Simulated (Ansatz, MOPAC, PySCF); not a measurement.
System: C₃H₂N (charge 0, doublet). SMILES: [CH]=CC#N
Structure (B3LYP-D3(BJ)/def2-TZVP (Ansatz, an electronic-structure program) minimum search):
```xyz
6

C     -0.1219    -1.6907     0.0222
C      0.5422    -0.5603     0.0115
C     -0.0782     0.7252    -0.0104
H      0.1085    -2.7434     0.0381
H      1.6343    -0.5565     0.0193
N     -0.5422     1.7793    -0.0281
```
Charge 0, spin multiplicity 2.

Unscaled harmonic wavenumbers (cm⁻¹) in rising order, each level at the stationary point that it reaches from this structure (no distance between atoms moves by over 0.3 Å); the order of modes can differ between levels, and a negative number is imaginary. B3LYP-D3(BJ)/def2-TZVP (PySCF, at the structure above): 239, 368, 559, 698, 785, 847, 1004, 1260, 1652, 2341, 3061, 3261.

PM3 (MOPAC): 254, 371, 406, 602, 684, 844, 1045, 1138, 1705, 2438, 2986, 3299. Zero-point energy 22.5 against 23.0 kcal/mol; where all levels lie over 400 cm⁻¹, the wavenumbers are on average 0.946 times those of B3LYP-D3(BJ)/def2-TZVP.

HF/6-31G* (Ansatz): 266, 398, 618, 701, 872, 882, 1103, 1321, 1544, 2316, 3319, 3455. Zero-point energy 24.0 against 23.0 kcal/mol; where all levels lie over 400 cm⁻¹, the wavenumbers are on average 1.048 times those of B3LYP-D3(BJ)/def2-TZVP.

B3LYP/6-31G* (Ansatz): 238, 374, 557, 701, 800, 835, 1017, 1274, 1660, 2352, 3086, 3279. Zero-point energy 23.1 against 23.0 kcal/mol; where all levels lie over 400 cm⁻¹, the wavenumbers are on average 1.005 times those of B3LYP-D3(BJ)/def2-TZVP.
